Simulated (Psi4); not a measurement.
# UM06-L/def2-SVPD run of C2H6Al (SMILES [CH3][Al][CH3])

What is the vertical electron affinity of C2H6Al at UM06-L/def2-SVPD? 

Program for the calculation: Psi4 1.11.

1 further run of the same task is left out (set aside as unsound or not needed).

## (1) The structure to begin with

C2H6Al has 9 atoms, charge 0, and is taken as a doublet. SMILES: `[CH3][Al][CH3]`. Geometry: relaxed at PBE0-D4/def2-TZVP.

Bond lengths: C1–Al2 1.972 Å, Al2–C3 1.969 Å, C1–H4 1.095 Å, C1–H5 1.095 Å, C1–H6 1.095 Å, C3–H7 1.097 Å, C3–H8 1.097 Å, C3–H9 1.091 Å. Some angles: C1–Al2–C3 118.6°, Al2–C1–H4 111.5°, Al2–C1–H5 111.1°, Al2–C1–H6 111.0°, Al2–C3–H7 109.3°, Al2–C3–H8 109.4°, Al2–C3–H9 114.5°, H4–C1–H5 108.3°, H4–C1–H6 108.2°, H5–C1–H6 106.6°.

## (2) The energy at UM06-L/def2-SVPD

Contents of job.json:

```json
{
 "schema_name": "qcschema_input",
 "schema_version": 1,
 "molecule": {
  "schema_name": "qcschema_molecule",
  "schema_version": 2,
  "symbols": ["C", "Al", "C", "H", "H", "H", "H", "H", "H"],
  "geometry": [-1.53200097, 2.13652436, -1.77917715, 1.3813898, 1.33320178, 0.40043297, 1.65785673, -2.10024161, 1.80997968, -2.77374001, 0.49983256, -2.02011723, -0.91065902, 2.7607009, -3.6507619, -2.64845116, 3.68496594, -0.98209067, 1.72966632, -3.47369456, 0.25964837, -0.04119603, -2.52826458, 2.91679227, 3.30456407, -2.4005191, 3.01297933],
  "molecular_charge": 0,
  "molecular_multiplicity": 2,
  "fix_symmetry": "c1",
  "fix_com": true,
  "fix_orientation": true
 },
 "driver": "energy",
 "model": {
  "method": "m06-l",
  "basis": "def2-SVPD"
 },
 "keywords": {
  "reference": "uks",
  "puream": true,
  "e_convergence": 1e-09,
  "d_convergence": 1e-08,
  "scf_type": "pk",
  "dft_radial_points": 99,
  "dft_spherical_points": 590,
  "maxiter": 100,
  "scf_properties": ["LOWDIN_CHARGES", "WIBERG_LOWDIN_INDICES", "QUADRUPOLE"]
 }
}
```

On the command line:

```bash
$ psi4 --qcschema job.json -n 1 --memory 1600MB
```

stdout:

```text
[...]
  Running in c1 symmetry.
[...]
  Nuclear repulsion =   88.857473569738161
[...]
  Multiplicity = 2
[...]
  Nalpha       = 16
  Nbeta        = 15
[...]
    Number of basis functions: 112
[...]
   @UKS iter   1:  -321.49544510295448   -1.58710e-01   9.02871e-03 ADIIS/DIIS
[...]
   @UKS iter  13:  -322.06070399368070   -5.05906e-12   4.98031e-09 DIIS
[...]
   @S^2 Observed:                7.518471885E-01
[...]
    Orbital Energies [Eh]
    ---------------------
    Alpha Occupied:
       1A    -55.739938     2A    -10.031136     3A    -10.030457
       4A     -4.091192     5A     -2.604581     6A     -2.598423
       7A     -2.594524     8A     -0.638528     9A     -0.628845
      10A     -0.362716    11A     -0.359841    12A     -0.353077
      13A     -0.351994    14A     -0.334763    15A     -0.248543
      16A     -0.149648
    Alpha Virtual:
      17A     -0.056741    18A      0.015906    19A      0.041097
      20A      0.051003    21A      0.079910    22A      0.081403
      23A      0.094718    24A      0.102391    25A      0.106409
[...]
  @UKS Final Energy:  -322.06070399368070
   => Energetics <=
    Nuclear Repulsion Energy =             88.8574735697381612
    One-Electron Energy =                -619.4477084808677319
    Two-Electron Energy =                 240.2363458127145464
    DFT Exchange-Correlation Energy =     -31.7068148952657189
    Empirical Dispersion Energy =           0.0000000000000000
    VV10 Nonlocal Energy =                  0.0000000000000000
    Total Energy =                       -322.0607039936807041
[...]
 Multipole Moments:
 ------------------------------------------------------------------------------------
     Multipole            Electronic (a.u.)      Nuclear  (a.u.)        Total (a.u.)
 ------------------------------------------------------------------------------------
 L = 1.  Multiply by 2.5417464519 to convert [e a0] to [Debye]
 Dipole X            :        -17.5084399           17.3733861           -0.1350538
 Dipole Y            :        -16.2277515           16.0923408           -0.1354107
 Dipole Z            :         -4.9661119            4.9268940           -0.0392179
 Magnitude           :                                                    0.1952271
 L = 2.  Multiply by 1.3450342976 to convert [e a0^2] to [Debye ang]
 Quadrupole XX       :       -106.1735504           84.8310000          -21.3425504
 Quadrupole XY       :         43.1840378          -44.0853773           -0.9013395
[...]
```

The result, in JSON:

```text
{
 "driver": "energy",
 "model": {
  "method": "m06-l",
  "basis": "def2-SVPD"
 },
 "success": true,
 "return_result": -322.0607039936807,
 "properties": {
  "calcinfo_nbasis": 112,
  "calcinfo_nmo": 112,
  "calcinfo_nalpha": 16,
  "calcinfo_nbeta": 15,
  "calcinfo_natom": 9,
  "nuclear_repulsion_energy": 88.85747356973816,
  "return_energy": -322.0607039936807,
  "scf_one_electron_energy": -619.4477084808677,
  "scf_two_electron_energy": 240.23634581271455,
  "scf_xc_energy": -31.70681489526572,
  "scf_dipole_moment": [-0.13505375189813762, -0.13541069790464633, -0.03921789245940399],
  "scf_total_energy": -322.0607039936807,
  "scf_iterations": 13
 }
}
```

Wall time 54 s (1 thread of Intel Xeon 6975P-C (Granite Rapids), shared host); peak memory 0.67 GiB.

## (3) The singlet anion: energy and gradient at M06-L/def2-SVPD

Contents of c2h6al.in:

```
memory 1600 mb

molecule {
  -1 1
  C     -0.810700     1.130600    -0.941500
  Al     0.731000     0.705500     0.211900
  C      0.877300    -1.111400     0.957800
  H     -1.467800     0.264500    -1.069000
  H     -0.481900     1.460900    -1.931900
  H     -1.401500     1.950000    -0.519700
  H      0.915300    -1.838200     0.137400
  H     -0.021800    -1.337900     1.543500
  H      1.748700    -1.270300     1.594400
  units angstrom
  symmetry c1
}

set basis def2-SVPD
set puream true
set e_convergence 1e-09
set d_convergence 1e-08
set scf_type pk
set dft_radial_points 99
set dft_spherical_points 590

result, w = gradient("m06-l", return_wfn=True)
oeprop(w, "WIBERG_LOWDIN_INDICES", "MULLIKEN_CHARGES", "DIPOLE")
print_variables()
```

On the command line:

```bash
$ psi4 -n 1 c2h6al.in c2h6al.out
```

c2h6al.out, cut to the lines that bear on the results:

```text
[...]
  Running in c1 symmetry.
[...]
  Nuclear repulsion =   88.857473522467515
[...]
  Multiplicity = 1
[...]
  Nalpha       = 16
  Nbeta        = 16
[...]
    Number of basis functions: 112
[...]
   @RKS iter   1:  -321.38175905494654   -4.50243e-02   9.65481e-03 DIIS/ADIIS
[...]
   @RKS iter  15:  -322.07176389562710   -3.29692e-12   6.33588e-09 DIIS
[...]
  @RKS Final Energy:  -322.07176389562710
   => Energetics <=
    Nuclear Repulsion Energy =             88.8574735224675152
    One-Electron Energy =                -625.0870076811486342
    Two-Electron Energy =                 246.0165663782076990
    DFT Exchange-Correlation Energy =     -31.8587961151537371
    Empirical Dispersion Energy =           0.0000000000000000
    VV10 Nonlocal Energy =                  0.0000000000000000
    Total Energy =                       -322.0717638956271003
[...]
  -Total Gradient:
     Atom            X                  Y                   Z
    ------   -----------------  -----------------  -----------------
       1        0.007314673135     0.011959977232     0.000481810265
       2       -0.029106643064    -0.029069531482    -0.008477976930
       3        0.010591580660     0.005903717429     0.004688722255
       4        0.009800069984     0.004683735107     0.004764581176
       5       -0.001975979987    -0.001248604213     0.003993936531
       6        0.002154527336    -0.003423338804    -0.002276998477
       7       -0.000212457722     0.007605778124     0.003682975590
       8        0.005321794116     0.004760922557    -0.004696319851
       9       -0.003738650098    -0.000970979771    -0.002142085486
[...]
 Multipole Moments:
 ------------------------------------------------------------------------------------
[...]
  Mulliken Charges: (a.u.)
   Center  Symbol    Alpha    Beta     Spin     Total
       1     C     2.74427  2.74427  0.00000  0.51146
       2    AL     6.79859  6.79859  0.00000 -0.59718
       3     C     2.70383  2.70383  0.00000  0.59234
       4     H     0.62879  0.62879  0.00000 -0.25758
       5     H     0.61901  0.61901  0.00000 -0.23802
       6     H     0.61963  0.61963  0.00000 -0.23926
       7     H     0.63502  0.63502  0.00000 -0.27004
       8     H     0.63483  0.63483  0.00000 -0.26965
       9     H     0.61604  0.61604  0.00000 -0.23207
   Total alpha = 16.00000, Total beta = 16.00000, Total charge = -1.00000
[...]
```

It took 50 s on 1 thread of Intel Xeon 6975P-C (Granite Rapids), shared host; peak memory 0.67 GiB.

## (4) Outcome

Level: UM06-L/def2-SVPD.

```
                                                            quantity          value
                                        doublet C2H6Al: total energy  -322.06070 Eh
                                       doublet C2H6Al: dipole moment         0.50 D
                  doublet C2H6Al: HOMO energy (highest over α and β)       -4.07 eV
                   doublet C2H6Al: LUMO energy (lowest over α and β)       -2.68 eV
                                                doublet C2H6Al: ⟨S²⟩          0.752
                                         singlet anion: total energy  -322.07176 Eh
                                          singlet anion: HOMO energy        1.70 eV
                                          singlet anion: LUMO energy        3.41 eV
singlet anion: HOMO–LUMO gap (to an unbound level, set by the basis)        1.71 eV
                             singlet anion: largest force on an atom     2.160 eV/Å
                   vertical electron affinity (to the singlet anion)       0.301 eV
```

What this shows: At fixed nuclei the extra electron is bound by 0.30 eV (29.0 kJ/mol). The HOMO (singlet anion) lies at positive energy, 1.70 eV, as semi-local functionals often give for anions; only total energies tell whether the electron is bound.
